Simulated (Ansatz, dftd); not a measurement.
Reaction: C2H6S (SMILES CCS) → CH3 (SMILES [CH3], doublet) + CH3S (SMILES [CH2]S, doublet) (the C-C bond breaks)
Each species at its own B3LYP-D3(BJ)/def2-TZVP minimum (Ansatz, an electronic-structure program), one conformer.

Property: bond dissociation energy (electronic), in kJ/mol. Open shells are spin-unrestricted; no spin-orbit coupling. Cores are frozen in correlated methods. Rows without X2C or -DK are non-relativistic. CBS(X,Y): correlation extrapolated as X^-3, Hartree-Fock from the larger set. A bracket is a step between two methods taken in the basis named. Functionals run without relativity, which enters their misses. Double hybrids freeze cores in their MP2 part. '+ core + X2C': CCSD(T) terms for core correlation (cc-pwCVTZ, 1s frozen past Ne) and scalar relativity (cc-pVTZ-DK).

Compared with CCSD(T)/CBS(cc-pV(T+d)Z,cc-pV(Q+d)Z) + [CCSDT(Q) - CCSD(T)]/cc-pV(D+d)Z + core + X2C (Ansatz): 377.3 kJ/mol.

Rank these levels by how close they come to it, closest first: B2PLYP-D4/def2-TZVPD (Ansatz + dftd4); MP2/CBS(cc-pV(T+d)Z,cc-pV(Q+d)Z) (Ansatz); PBE-D3(BJ)/def2-TZVPD (Ansatz + dftd3).

PBE-D3(BJ)/def2-TZVPD (367.7 kJ/mol, difference -9.6), B2PLYP-D4/def2-TZVPD (362.7 kJ/mol, difference -14.6), MP2/CBS(cc-pV(T+d)Z,cc-pV(Q+d)Z) (399.5 kJ/mol, difference 22.2)
